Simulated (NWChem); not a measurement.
The numbers come from NWChem runs, not from measurements. System: CH2Cl2, charge 0, spin multiplicity 1, displaced from the optimised geometry.

The NWChem input:

```
start mol
memory heap 200 mb stack 900 mb global 1100 mb
geometry units angstroms nocenter noautoz
  Cl     1.523573     0.000000     0.220139
  C      0.000000     0.000000    -0.777316
  Cl    -1.523573     0.000000     0.220139
  H      0.000000     0.920651    -1.410424
  H      0.000000    -0.920651    -1.410424
  symmetry group C2v
end
basis spherical
  * library def2-tzvp
end
dft
  xc slater vwn_5
  semidirect memsize 60000000 filesize 0
  iterations 100
  convergence nodiis damp 40
end
task dft gradient
```

The output up to the point where the run's verdict is printed (cleaned and shortened):

```
             Northwest Computational Chemistry Package (NWChem) 7.3.0
             --------------------------------------------------------

                                NWChem Input Module
                                -------------------

 Scaling coordinates for geometry "geometry" by  1.889725989
 (inverse scale =  0.529177249)

 Turning off AUTOSYM since
 SYMMETRY directive was detected!

                             Geometry "geometry" -> ""
                             -------------------------

 Output coordinates in angstroms (scale by  1.889725989 to convert to a.u.)

  No.       Tag          Charge          X              Y              Z
 ---- ---------------- ---------- -------------- -------------- --------------
    1 Cl                  17.0000     1.52357300     0.00000000     0.22013900
    2 C                    6.0000     0.00000000     0.00000000    -0.77731600
    3 Cl                  17.0000    -1.52357300     0.00000000     0.22013900
    4 H                    1.0000     0.00000000     0.92065100    -1.41042400
    5 H                    1.0000     0.00000000    -0.92065100    -1.41042400

 Effective nuclear repulsion energy (a.u.)     130.3459673830

            Nuclear Dipole moment (a.u.)
            ----------------------------
        X                 Y               Z
 ---------------- ---------------- ----------------
     0.0000000000     0.0000000000    -0.0000340151

      Symmetry information
      --------------------

 Group name             C2v
 Group number             16
 Group order               4
 No. of unique centers     3

      Symmetry unique atoms

     1    2    4


 Summary of "ao basis" -> "" (spherical)
 ------------------------------------------------------------------------------
       Tag                 Description            Shells   Functions and Types
 ---------------- ------------------------------  ------  ---------------------
 *                         def2-tzvp                  on all atoms

                                 NWChem DFT Module
                                 -----------------
[...]
 d= 0,ls=0.5         52   -917.3066412035  1.62D+01  9.59D-02               8.8
 d= 0,ls=0.5         53   -933.4635301086 -1.62D+01  9.59D-02               8.9
 d= 0,ls=0.5         54   -917.3066412035  1.62D+01  9.59D-02               9.0
 d= 0,ls=0.5         55   -933.4635301086 -1.62D+01  9.59D-02               9.2
 d= 0,ls=0.5         56   -917.3066412035  1.62D+01  9.59D-02               9.3
 d= 0,ls=0.5         57   -933.4635301086 -1.62D+01  9.59D-02               9.4
 d= 0,ls=0.5         58   -917.3066412035  1.62D+01  9.59D-02               9.5
 d= 0,ls=0.5         59   -933.4635301086 -1.62D+01  9.59D-02               9.6
 d= 0,ls=0.5         60   -917.3066412035  1.62D+01  9.59D-02               9.8
 d= 0,ls=0.5         61   -933.4635301086 -1.62D+01  9.59D-02               9.9
 d= 0,ls=0.5         62   -917.3066412035  1.62D+01  9.59D-02              10.0
 d= 0,ls=0.5         63   -933.4635301086 -1.62D+01  9.59D-02              10.2
 d= 0,ls=0.5         64   -917.3066412035  1.62D+01  9.59D-02              10.3
 d= 0,ls=0.5         65   -933.4635301086 -1.62D+01  9.59D-02              10.4
 d= 0,ls=0.5         66   -917.3066412035  1.62D+01  9.59D-02              10.6
 d= 0,ls=0.5         67   -933.4635301086 -1.62D+01  9.59D-02              10.7
 d= 0,ls=0.5         68   -917.3066412035  1.62D+01  9.59D-02              10.8
 d= 0,ls=0.5         69   -933.4635301086 -1.62D+01  9.59D-02              11.0
 d= 0,ls=0.5         70   -917.3066412035  1.62D+01  9.59D-02              11.1
 d= 0,ls=0.5         71   -933.4635301086 -1.62D+01  9.59D-02              11.3
 d= 0,ls=0.5         72   -917.3066412035  1.62D+01  9.59D-02              11.5
 d= 0,ls=0.5         73   -933.4635301086 -1.62D+01  9.59D-02              11.6
 d= 0,ls=0.5         74   -917.3066412035  1.62D+01  9.59D-02              11.7
 d= 0,ls=0.5         75   -933.4635301086 -1.62D+01  9.59D-02              11.9
 d= 0,ls=0.5         76   -917.3066412035  1.62D+01  9.59D-02              12.0
 d= 0,ls=0.5         77   -933.4635301086 -1.62D+01  9.59D-02              12.2
 d= 0,ls=0.5         78   -917.3066412035  1.62D+01  9.59D-02              12.3
 d= 0,ls=0.5         79   -933.4635301086 -1.62D+01  9.59D-02              12.5
 d= 0,ls=0.5         80   -917.3066412035  1.62D+01  9.59D-02              12.6
 d= 0,ls=0.5         81   -933.4635301086 -1.62D+01  9.59D-02              12.8
 d= 0,ls=0.5         82   -917.3066412035  1.62D+01  9.59D-02              13.0
 d= 0,ls=0.5         83   -933.4635301086 -1.62D+01  9.59D-02              13.1
 d= 0,ls=0.5         84   -917.3066412035  1.62D+01  9.59D-02              13.3
 d= 0,ls=0.5         85   -933.4635301086 -1.62D+01  9.59D-02              13.4
 d= 0,ls=0.5         86   -917.3066412035  1.62D+01  9.59D-02              13.6
 d= 0,ls=0.5         87   -933.4635301086 -1.62D+01  9.59D-02              13.7
 d= 0,ls=0.5         88   -917.3066412035  1.62D+01  9.59D-02              13.8
 d= 0,ls=0.5         89   -933.4635301086 -1.62D+01  9.59D-02              14.0
 d= 0,ls=0.5         90   -917.3066412035  1.62D+01  9.59D-02              14.1
 d= 0,ls=0.5         91   -933.4635301086 -1.62D+01  9.59D-02              14.3
 d= 0,ls=0.5         92   -917.3066412035  1.62D+01  9.59D-02              14.4
 d= 0,ls=0.5         93   -933.4635301086 -1.62D+01  9.59D-02              14.5
 d= 0,ls=0.5         94   -917.3066412035  1.62D+01  9.59D-02              14.7
 d= 0,ls=0.5         95   -933.4635301086 -1.62D+01  9.59D-02              14.8
 d= 0,ls=0.5         96   -917.3066412035  1.62D+01  9.59D-02              15.0
 d= 0,ls=0.5         97   -933.4635301086 -1.62D+01  9.59D-02              15.1
 d= 0,ls=0.5         98   -917.3066412035  1.62D+01  9.59D-02              15.3
 d= 0,ls=0.5         99   -933.4635301086 -1.62D+01  9.59D-02              15.4
 d= 0,ls=0.5        100   -917.3066412035  1.62D+01  9.59D-02              15.5
```

The run did not converge; its last values are not results. The next line reads: Calculation failed to converge. NWChem stopped with the message: dft gradient failed.
